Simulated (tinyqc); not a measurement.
Worked calculation: RKS/BP86 in the sto-3g basis, for HF, spin multiplicity 1. Computed by tinyqc, a small Python program that keeps every step (integrals from PySCF). Settings: charge = 0, multiplicity = 1, basis = sto-3g, energy threshold = 1e-10, iteration cap = 70, orthogonalisation = symmetric, start = core, DIIS depth = 3, DIIS from iteration = 2, method = RKS, functional = b88,p86, grid = [10, 14]. Command: `OMP_NUM_THREADS=1 python tinyqc.py 25593 25594 out.jsonl` (the two numbers bound the seeds that draw the settings). One thread of a shared host (Intel(R) Xeon(R) Processor @ 2.60GHz), about 0.6 s of CPU time with the checks. Later iterations appear only in the table of the cycle.

## One-electron integrals

Geometry (angstrom):
```
atom         x         y         z
F     0.000000  0.000000  0.000000
H     0.000000  0.000000  1.453000
```

Basis sto-3g: exponents (1/bohr^2) and contraction coefficients of normalised primitives:
```
element  l (shell)    exponent  coefficient
F            s (1)  166.679130     0.154329
F            s (1)   30.360812     0.535328
F            s (1)    8.216821     0.444635
F            s (2)    6.464803    -0.099967
F            s (2)    1.502281     0.399513
F            s (2)    0.488588     0.700115
F            p (3)    6.464803     0.155916
F            p (3)    1.502281     0.607684
F            p (3)    0.488588     0.391957
H            s (1)    3.425251     0.154329
H            s (1)    0.623914     0.535328
H            s (1)    0.168855     0.444635
```

Overlap, kinetic and nuclear-attraction integrals over the contracted functions; the nuclear repulsion is the sum of Za Zb / Rab.

nuclear repulsion = 3.27776662 hartree

overlap S, order 1F 1s, 1F 2s, 1F 2px, 1F 2py, 1F 2pz, 2H 1s:
$$\begin{pmatrix}
1.000000 & 0.237990 & 0.000000 & 0.000000 & 0.000000 & 0.014158 \\
0.237990 & 1.000000 & 0.000000 & 0.000000 & 0.000000 & 0.178593 \\
0.000000 & 0.000000 & 1.000000 & 0.000000 & 0.000000 & 0.000000 \\
0.000000 & 0.000000 & 0.000000 & 1.000000 & 0.000000 & 0.000000 \\
0.000000 & 0.000000 & 0.000000 & 0.000000 & 1.000000 & 0.164938 \\
0.014158 & 0.178593 & 0.000000 & 0.000000 & 0.164938 & 1.000000
\end{pmatrix}$$

kinetic energy T (hartree), order 1F 1s, 1F 2s, 1F 2px, 1F 2py, 1F 2pz, 2H 1s:
$$\begin{pmatrix}
36.984577 & -0.212858 & 0.000000 & 0.000000 & 0.000000 & -0.004382 \\
-0.212858 & 1.037995 & 0.000000 & 0.000000 & 0.000000 & -0.011631 \\
0.000000 & 0.000000 & 3.248015 & 0.000000 & 0.000000 & 0.000000 \\
0.000000 & 0.000000 & 0.000000 & 3.248015 & 0.000000 & 0.000000 \\
0.000000 & 0.000000 & 0.000000 & 0.000000 & 3.248015 & 0.026331 \\
-0.004382 & -0.011631 & 0.000000 & 0.000000 & 0.026331 & 0.760032
\end{pmatrix}$$

nuclear attraction V (hartree), order 1F 1s, 1F 2s, 1F 2px, 1F 2py, 1F 2pz, 2H 1s:
$$\begin{pmatrix}
-77.373776 & -9.263484 & 0.000000 & 0.000000 & -0.005997 & -0.564353 \\
-9.263484 & -11.905370 & 0.000000 & 0.000000 & -0.074986 & -1.445399 \\
0.000000 & 0.000000 & -11.801829 & 0.000000 & 0.000000 & 0.000000 \\
0.000000 & 0.000000 & 0.000000 & -11.801829 & 0.000000 & 0.000000 \\
-0.005997 & -0.074986 & 0.000000 & 0.000000 & -11.835217 & -1.116936 \\
-0.564353 & -1.445399 & 0.000000 & 0.000000 & -1.116936 & -4.488162
\end{pmatrix}$$

core Hamiltonian H = T + V (hartree), order 1F 1s, 1F 2s, 1F 2px, 1F 2py, 1F 2pz, 2H 1s:
$$\begin{pmatrix}
-40.389199 & -9.476341 & 0.000000 & 0.000000 & -0.005997 & -0.568735 \\
-9.476341 & -10.867375 & 0.000000 & 0.000000 & -0.074986 & -1.457030 \\
0.000000 & 0.000000 & -8.553814 & 0.000000 & 0.000000 & 0.000000 \\
0.000000 & 0.000000 & 0.000000 & -8.553814 & 0.000000 & 0.000000 \\
-0.005997 & -0.074986 & 0.000000 & 0.000000 & -8.587202 & -1.090605 \\
-0.568735 & -1.457030 & 0.000000 & 0.000000 & -1.090605 & -3.728130
\end{pmatrix}$$

## Two-electron integrals

Functions are numbered as in S; the eight-fold symmetry (ij|kl) = (ji|kl) = (kl|ij) leaves the list below.

Two-electron integrals (ij|kl) in chemists' order, unique and non-zero (hartree):
```
(11|11) 5.403501   (21|11) 0.841920   (21|21) 0.156299   (22|11) 1.268028
(22|21) 0.292344   (22|22) 0.926167   (31|31) 0.027998   (32|31) 0.043169
(32|32) 0.204588   (33|11) 1.264502   (33|21) 0.292403   (33|22) 0.925959
(33|33) 0.997514   (41|41) 0.027998   (42|41) 0.043169   (42|42) 0.204588
(43|43) 0.053770   (44|11) 1.264502   (44|21) 0.292403   (44|22) 0.925959
(44|33) 0.889973   (44|44) 0.997514   (51|51) 0.027998   (52|51) 0.043169
(52|52) 0.204588   (53|53) 0.053770   (54|54) 0.053770   (55|11) 1.264502
(55|21) 0.292403   (55|22) 0.925959   (55|33) 0.889973   (55|44) 0.889973
(55|55) 0.997514   (61|11) 0.050679   (61|21) 0.009336   (61|22) 0.017377
(61|33) 0.017355   (61|44) 0.017355   (61|51) 0.000349   (61|52) 0.000663
(61|55) 0.017424   (61|61) 0.000562   (62|11) 0.148451   (62|21) 0.034772
(62|22) 0.125578   (62|33) 0.123733   (62|44) 0.123733   (62|51) 0.002300
(62|52) 0.019313   (62|55) 0.129139   (62|61) 0.002107   (62|62) 0.022384
(63|31) 0.003391   (63|32) 0.021084   (63|53) 0.003905   (63|63) 0.003121
(64|41) 0.003391   (64|42) 0.021084   (64|54) 0.003905   (64|64) 0.003121
(65|11) 0.109928   (65|21) 0.026055   (65|22) 0.100970   (65|33) 0.096967
(65|44) 0.096967   (65|51) 0.004838   (65|52) 0.035223   (65|55) 0.108861
(65|61) 0.001630   (65|62) 0.022226   (65|65) 0.025089   (66|11) 0.362337
(66|21) 0.086198   (66|22) 0.359872   (66|33) 0.350642   (66|44) 0.350642
(66|51) 0.005766   (66|52) 0.069678   (66|55) 0.378142   (66|61) 0.005228
(66|62) 0.089184   (66|65) 0.104427   (66|66) 0.774606
```

## Orthogonalisation

S = U s U^T; symmetric (Loewdin) form X = U s^(-1/2) U^T, so that X^T S X = 1.

eigenvalues of S: [0.690152, 0.868833, 1.000000, 1.000000, 1.117015, 1.324000]

X, order 1F 1s, 1F 2s, 1F 2px, 1F 2py, 1F 2pz, 2H 1s:
$$\begin{pmatrix}
1.022385 & -0.125026 & 0.000000 & 0.000000 & -0.001452 & 0.009764 \\
-0.125026 & 1.035357 & 0.000000 & 0.000000 & 0.011865 & -0.094889 \\
0.000000 & 0.000000 & 1.000000 & 0.000000 & 0.000000 & 0.000000 \\
0.000000 & 0.000000 & 0.000000 & 1.000000 & 0.000000 & 0.000000 \\
-0.001452 & 0.011865 & 0.000000 & 0.000000 & 1.010669 & -0.085699 \\
0.009764 & -0.094889 & 0.000000 & 0.000000 & -0.085699 & 1.023392
\end{pmatrix}$$

## Starting guess

The start is the orbitals of the core Hamiltonian; D = 2 C_occ C_occ^T.

D at the start, order 1F 1s, 1F 2s, 1F 2px, 1F 2py, 1F 2pz, 2H 1s:
$$\begin{pmatrix}
2.121419 & -0.511848 & 0.000000 & 0.000000 & -0.007113 & 0.028894 \\
-0.511848 & 2.157348 & 0.000000 & 0.000000 & 0.038133 & -0.118988 \\
0.000000 & 0.000000 & 2.000000 & 0.000000 & 0.000000 & 0.000000 \\
0.000000 & 0.000000 & 0.000000 & 2.000000 & 0.000000 & 0.000000 \\
-0.007113 & 0.038133 & 0.000000 & 0.000000 & 2.037633 & -0.144175 \\
0.028894 & -0.118988 & 0.000000 & 0.000000 & -0.144175 & 0.016472
\end{pmatrix}$$

## Iteration 1: exchange-correlation on the grid

Becke grid with 10 radial and 14 angular points per atom, points of zero weight dropped. rho = sum D_ij phi_i phi_j; V_xc,ij = sum w v_xc phi_i phi_j plus the gradient terms; v_xc is d(rho eps)/d rho at fixed gradient.

The 8 grid points with the largest w rho, of 274 (bohr, atomic units):
```
x                  y          z         w       rho  |grad rho|^2     eps_xc       v_xc
-0.687448   0.687448  -0.687448  0.855604  0.309343      1.201390  -0.595857  -0.692820
0.687448   -0.687448  -0.687448  0.855604  0.309343      1.201390  -0.595857  -0.692820
-0.687448  -0.687448  -0.687448  0.855604  0.309343      1.201390  -0.595857  -0.692820
0.687448    0.687448  -0.687448  0.855604  0.309343      1.201390  -0.595857  -0.692820
0.687448   -0.687448   0.687448  0.840313  0.310372      1.229440  -0.596984  -0.693005
-0.687448  -0.687448   0.687448  0.840313  0.310372      1.229440  -0.596984  -0.693005
-0.687448   0.687448   0.687448  0.840313  0.310372      1.229440  -0.596984  -0.693005
0.687448    0.687448   0.687448  0.840313  0.310372      1.229440  -0.596984  -0.693005
```

electrons on the grid, sum of w rho = 9.949398

E_xc = sum of w rho eps_xc = -11.21180456 hartree

V_xc (hartree), order 1F 1s, 1F 2s, 1F 2px, 1F 2py, 1F 2pz, 2H 1s:
$$\begin{pmatrix}
-3.402839 & -0.481146 & 0.000000 & 0.000000 & -0.000262 & -0.029300 \\
-0.481146 & -0.953490 & 0.000000 & 0.000000 & -0.005305 & -0.103720 \\
0.000000 & 0.000000 & -0.939454 & 0.000000 & 0.000000 & 0.000000 \\
0.000000 & 0.000000 & 0.000000 & -0.939454 & 0.000000 & 0.000000 \\
-0.000262 & -0.005305 & 0.000000 & 0.000000 & -0.952232 & -0.070741 \\
-0.029300 & -0.103720 & 0.000000 & 0.000000 & -0.070741 & -0.134099
\end{pmatrix}$$

## Iteration 1: building the Kohn-Sham matrix

J_ij = sum D_kl (ij|kl); F = H + J + V_xc; E = tr D H + tr D J / 2 + E_xc + E_nn.

Coulomb J (hartree), order 1F 1s, 1F 2s, 1F 2px, 1F 2py, 1F 2pz, 2H 1s:
$$\begin{pmatrix}
20.913271 & 4.008344 & 0.000000 & 0.000000 & 0.001067 & 0.239560 \\
4.008344 & 9.927346 & 0.000000 & 0.000000 & 0.001422 & 1.299613 \\
0.000000 & 0.000000 & 9.918607 & 0.000000 & 0.000000 & 0.000000 \\
0.000000 & 0.000000 & 0.000000 & 9.918607 & 0.000000 & 0.000000 \\
0.001067 & 0.001422 & 0.000000 & 0.000000 & 9.918395 & 1.025953 \\
0.239560 & 1.299613 & 0.000000 & 0.000000 & 1.025953 & 3.596841
\end{pmatrix}$$

Kohn-Sham matrix F (hartree), order 1F 1s, 1F 2s, 1F 2px, 1F 2py, 1F 2pz, 2H 1s:
$$\begin{pmatrix}
-22.878767 & -5.949143 & 0.000000 & 0.000000 & -0.005192 & -0.358475 \\
-5.949143 & -1.893518 & 0.000000 & 0.000000 & -0.078868 & -0.261137 \\
0.000000 & 0.000000 & 0.425339 & 0.000000 & 0.000000 & 0.000000 \\
0.000000 & 0.000000 & 0.000000 & 0.425339 & 0.000000 & 0.000000 \\
-0.005192 & -0.078868 & 0.000000 & 0.000000 & 0.378961 & -0.135392 \\
-0.358475 & -0.261137 & 0.000000 & 0.000000 & -0.135392 & -0.265389
\end{pmatrix}$$

total energy of this density = -97.99589528 hartree

## Iteration 1: diagonalisation and new density

Diagonalise F' = X^T F X, C = X C', fill 5 alpha and 5 beta electrons from the bottom; D = 2 C_occ C_occ^T. Each column has its largest component positive (the first on a tie).

F' = X^T F X (hartree):
$$\begin{pmatrix}
-22.429768 & -3.190920 & 0.000000 & 0.000000 & -0.004978 & -0.010599 \\
-3.190920 & -0.808368 & 0.000000 & 0.000000 & -0.056446 & -0.119940 \\
0.000000 & 0.000000 & 0.425339 & 0.000000 & 0.000000 & 0.000000 \\
0.000000 & 0.000000 & 0.000000 & 0.425339 & 0.000000 & 0.000000 \\
-0.004978 & -0.056446 & 0.000000 & 0.000000 & 0.407051 & -0.146502 \\
-0.010599 & -0.119940 & 0.000000 & 0.000000 & -0.146502 & -0.217345
\end{pmatrix}$$

orbital energies (hartree): MO1 -22.890897, MO2 -0.434677, MO3 -0.163623, MO4 0.425339, MO5 0.425339, MO6 0.440767

coefficients C, order 1F 1s, 1F 2s, 1F 2px, 1F 2py, 1F 2pz, 2H 1s:
$$\begin{pmatrix}
0.994003 & -0.218360 & 0.158866 & 0.000000 & 0.000000 & 0.006222 \\
0.024229 & 0.810157 & -0.663137 & 0.000000 & 0.000000 & -0.006997 \\
0.000000 & 0.000000 & 0.000000 & 0.141511 & 0.989937 & 0.000000 \\
0.000000 & 0.000000 & 0.000000 & 0.989937 & -0.141511 & 0.000000 \\
0.000727 & 0.113659 & 0.079136 & 0.000000 & 0.000000 & 1.004867 \\
-0.002704 & 0.466522 & 0.870937 & 0.000000 & 0.000000 & -0.295962
\end{pmatrix}$$

D after iteration 1, order 1F 1s, 1F 2s, 1F 2px, 1F 2py, 1F 2pz, 2H 1s:
$$\begin{pmatrix}
2.121923 & -0.516345 & 0.000000 & 0.000000 & -0.023048 & 0.067610 \\
-0.516345 & 2.193384 & 0.000000 & 0.000000 & 0.079243 & -0.399321 \\
0.000000 & 0.000000 & 2.000000 & 0.000000 & 0.000000 & 0.000000 \\
0.000000 & 0.000000 & 0.000000 & 2.000000 & 0.000000 & 0.000000 \\
-0.023048 & 0.079243 & 0.000000 & 0.000000 & 0.038363 & 0.243890 \\
0.067610 & -0.399321 & 0.000000 & 0.000000 & 0.243890 & 1.952363
\end{pmatrix}$$

Within a degenerate level the vectors are fixed only up to a rotation; this is one choice.

## Iteration 2: exchange-correlation on the grid

As before.

The 8 grid points with the largest w rho, of 274 (bohr, atomic units):
```
x                  y         z         w       rho  |grad rho|^2     eps_xc       v_xc
-1.190694   0.000000  0.000000  0.760324  0.309743      1.208898  -0.596198  -0.692991
1.190694    0.000000  0.000000  0.760324  0.309743      1.208898  -0.596198  -0.692991
0.000000   -1.190694  0.000000  0.760324  0.309743      1.208898  -0.596198  -0.692991
0.000000    1.190694  0.000000  0.760324  0.309743      1.208898  -0.596198  -0.692991
0.663242    0.000000  0.000000  0.156330  1.353354      7.523822  -0.897175  -1.159694
-0.663242   0.000000  0.000000  0.156330  1.353354      7.523822  -0.897175  -1.159694
0.000000   -0.663242  0.000000  0.156330  1.353354      7.523822  -0.897175  -1.159694
0.000000    0.663242  0.000000  0.156330  1.353354      7.523822  -0.897175  -1.159694
```

electrons on the grid, sum of w rho = 9.919458

E_xc = sum of w rho eps_xc = -10.30532524 hartree

V_xc (hartree), order 1F 1s, 1F 2s, 1F 2px, 1F 2py, 1F 2pz, 2H 1s:
$$\begin{pmatrix}
-3.387994 & -0.464346 & 0.000000 & 0.000000 & -0.001316 & -0.028270 \\
-0.464346 & -0.868990 & 0.000000 & 0.000000 & -0.017592 & -0.107705 \\
0.000000 & 0.000000 & -0.898735 & 0.000000 & 0.000000 & 0.000000 \\
0.000000 & 0.000000 & 0.000000 & -0.898735 & 0.000000 & 0.000000 \\
-0.001316 & -0.017592 & 0.000000 & 0.000000 & -0.780401 & -0.086228 \\
-0.028270 & -0.107705 & 0.000000 & 0.000000 & -0.086228 & -0.524956
\end{pmatrix}$$

## Iteration 2: building the Kohn-Sham matrix

As before.

Coulomb J (hartree), order 1F 1s, 1F 2s, 1F 2px, 1F 2py, 1F 2pz, 2H 1s:
$$\begin{pmatrix}
19.133493 & 3.601624 & 0.000000 & 0.000000 & 0.017378 & 0.215584 \\
3.601624 & 8.813467 & 0.000000 & 0.000000 & 0.168317 & 1.224746 \\
0.000000 & 0.000000 & 8.856722 & 0.000000 & 0.000000 & 0.000000 \\
0.000000 & 0.000000 & 0.000000 & 8.856722 & 0.000000 & 0.000000 \\
0.017378 & 0.168317 & 0.000000 & 0.000000 & 8.700949 & 1.023809 \\
0.215584 & 1.224746 & 0.000000 & 0.000000 & 1.023809 & 4.389757
\end{pmatrix}$$

Kohn-Sham matrix F (hartree), order 1F 1s, 1F 2s, 1F 2px, 1F 2py, 1F 2pz, 2H 1s:
$$\begin{pmatrix}
-24.643700 & -6.339063 & 0.000000 & 0.000000 & 0.010065 & -0.381420 \\
-6.339063 & -2.922899 & 0.000000 & 0.000000 & 0.075739 & -0.339989 \\
0.000000 & 0.000000 & -0.595827 & 0.000000 & 0.000000 & 0.000000 \\
0.000000 & 0.000000 & 0.000000 & -0.595827 & 0.000000 & 0.000000 \\
0.010065 & 0.075739 & 0.000000 & 0.000000 & -0.666653 & -0.153025 \\
-0.381420 & -0.339989 & 0.000000 & 0.000000 & -0.153025 & 0.136672
\end{pmatrix}$$

total energy of this density = -98.00116956 hartree

## Iteration 2: diagonalisation and new density

As before.

F' = X^T F X (hartree):
$$\begin{pmatrix}
-24.191228 & -3.251017 & 0.000000 & 0.000000 & -0.007227 & -0.011706 \\
-3.251017 & -1.816253 & 0.000000 & 0.000000 & 0.090903 & -0.158590 \\
0.000000 & 0.000000 & -0.595827 & 0.000000 & 0.000000 & 0.000000 \\
0.000000 & 0.000000 & 0.000000 & -0.595827 & 0.000000 & 0.000000 \\
-0.007227 & 0.090903 & 0.000000 & 0.000000 & -0.651304 & -0.124859 \\
-0.011706 & -0.158590 & 0.000000 & 0.000000 & -0.124859 & 0.207789
\end{pmatrix}$$

orbital energies (hartree): MO1 -24.654066, MO2 -1.377353, MO3 -0.662641, MO4 -0.595827, MO5 -0.595827, MO6 0.243064

coefficients C, order 1F 1s, 1F 2s, 1F 2px, 1F 2py, 1F 2pz, 2H 1s:
$$\begin{pmatrix}
0.994571 & -0.264348 & -0.025063 & 0.000000 & 0.000000 & 0.036346 \\
0.022015 & 1.022642 & 0.094723 & 0.000000 & 0.000000 & -0.203686 \\
0.000000 & 0.000000 & 0.000000 & 0.986279 & 0.165087 & 0.000000 \\
0.000000 & 0.000000 & 0.000000 & -0.165087 & 0.986279 & 0.000000 \\
-0.000113 & -0.105812 & 0.981076 & 0.000000 & 0.000000 & -0.235017 \\
-0.002291 & 0.005486 & 0.068274 & 0.000000 & 0.000000 & 1.029115
\end{pmatrix}$$

D after iteration 2, order 1F 1s, 1F 2s, 1F 2px, 1F 2py, 1F 2pz, 2H 1s:
$$\begin{pmatrix}
2.119358 & -0.501625 & 0.000000 & 0.000000 & 0.006540 & -0.010880 \\
-0.501625 & 2.110506 & 0.000000 & 0.000000 & -0.030559 & 0.024053 \\
0.000000 & 0.000000 & 2.000000 & 0.000000 & 0.000000 & 0.000000 \\
0.000000 & 0.000000 & 0.000000 & 2.000000 & 0.000000 & 0.000000 \\
0.006540 & -0.030559 & 0.000000 & 0.000000 & 1.947413 & 0.132804 \\
-0.010880 & 0.024053 & 0.000000 & 0.000000 & 0.132804 & 0.009393
\end{pmatrix}$$

Within a degenerate level the vectors are fixed only up to a rotation; this is one choice.

## Iteration 9 (converged): orbitals

converged F (hartree), order 1F 1s, 1F 2s, 1F 2px, 1F 2py, 1F 2pz, 2H 1s:
$$\begin{pmatrix}
-23.792754 & -6.150398 & 0.000000 & 0.000000 & -0.006670 & -0.370458 \\
-6.150398 & -2.412733 & 0.000000 & 0.000000 & -0.037427 & -0.307119 \\
0.000000 & 0.000000 & -0.086922 & 0.000000 & 0.000000 & 0.000000 \\
0.000000 & 0.000000 & 0.000000 & -0.086922 & 0.000000 & 0.000000 \\
-0.006670 & -0.037427 & 0.000000 & 0.000000 & -0.154385 & -0.156653 \\
-0.370458 & -0.307119 & 0.000000 & 0.000000 & -0.156653 & -0.190894
\end{pmatrix}$$

As before.

F' = X^T F X (hartree):
$$\begin{pmatrix}
-23.341899 & -3.223099 & 0.000000 & 0.000000 & -0.011033 & -0.011420 \\
-3.223099 & -1.316715 & 0.000000 & 0.000000 & -0.018561 & -0.130691 \\
0.000000 & 0.000000 & -0.086922 & 0.000000 & 0.000000 & 0.000000 \\
0.000000 & 0.000000 & 0.000000 & -0.086922 & 0.000000 & 0.000000 \\
-0.011033 & -0.018561 & 0.000000 & 0.000000 & -0.132486 & -0.133376 \\
-0.011420 & -0.130691 & 0.000000 & 0.000000 & -0.133376 & -0.134534
\end{pmatrix}$$

orbital energies (hartree): MO1 -23.803913, MO2 -0.878851, MO3 -0.250142, MO4 -0.086922, MO5 -0.086922, MO6 0.007273

coefficients C, order 1F 1s, 1F 2s, 1F 2px, 1F 2py, 1F 2pz, 2H 1s:
$$\begin{pmatrix}
0.994312 & -0.262713 & 0.047360 & 0.000000 & 0.000000 & 0.032904 \\
0.023030 & 1.008089 & -0.221910 & 0.000000 & 0.000000 & -0.175280 \\
0.000000 & 0.000000 & 0.000000 & 0.986217 & -0.165458 & 0.000000 \\
0.000000 & 0.000000 & 0.000000 & 0.165458 & 0.986217 & 0.000000 \\
0.000724 & 0.051020 & 0.678916 & 0.000000 & 0.000000 & -0.751937 \\
-0.002554 & 0.084189 & 0.632616 & 0.000000 & 0.000000 & 0.810233
\end{pmatrix}$$

D after iteration 9, order 1F 1s, 1F 2s, 1F 2px, 1F 2py, 1F 2pz, 2H 1s:
$$\begin{pmatrix}
2.119835 & -0.504897 & 0.000000 & 0.000000 & 0.038940 & 0.010608 \\
-0.504897 & 2.132036 & 0.000000 & 0.000000 & -0.198418 & -0.111144 \\
0.000000 & 0.000000 & 2.000000 & 0.000000 & 0.000000 & 0.000000 \\
0.000000 & 0.000000 & 0.000000 & 2.000000 & 0.000000 & 0.000000 \\
0.038940 & -0.198418 & 0.000000 & 0.000000 & 0.927062 & 0.867573 \\
0.010608 & -0.111144 & 0.000000 & 0.000000 & 0.867573 & 0.814595
\end{pmatrix}$$

Within a degenerate level the vectors are fixed only up to a rotation; this is one choice.

## Convergence

Stop when the energy changes by less than 1e-10 hartree and every element of the error matrix X^T (F D S - S D F) X is below 3e-06.

Course of the cycle:
```
iteration   E (hartree)     change  largest element of the error matrix
1          -97.99589528          -                             3.06e-01
2          -98.00116956  -5.27e-03                             5.71e-01
3          -98.12487988  -1.24e-01                             4.44e-01
4          -98.60926080  -4.84e-01                             3.40e-02
5          -98.61012582  -8.65e-04                             5.80e-03
6          -98.61005894   6.69e-05                             1.35e-02
7          -98.61014425  -8.53e-05                             1.37e-04
8          -98.61014426  -1.07e-08                             5.29e-07
9          -98.61014426  -1.56e-13                             6.34e-10
```

PySCF RKS in the same basis, fine grid = -98.84378306 hartree

Converged in 9 iterations. The coarse grid moves the energy by +2.34e-01 hartree.

## Populations, bond orders and dipole

Mulliken: Z minus the diagonal of D S on the atom; Loewdin: the same with S^(1/2) D S^(1/2); Mayer order: 2 sum_s sum (D(s) S)_ij (D(s) S)_ji over the two atoms.

Charges (e):
```
atom   Mulliken    Loewdin
1F    -0.062009  -0.053788
2H     0.062009   0.053788
```

Mayer bond orders:
```
pair     order
2-1   0.996155
```

dipole moment about the origin, x y z (debye): [0.000000, 0.000000, 0.742891]
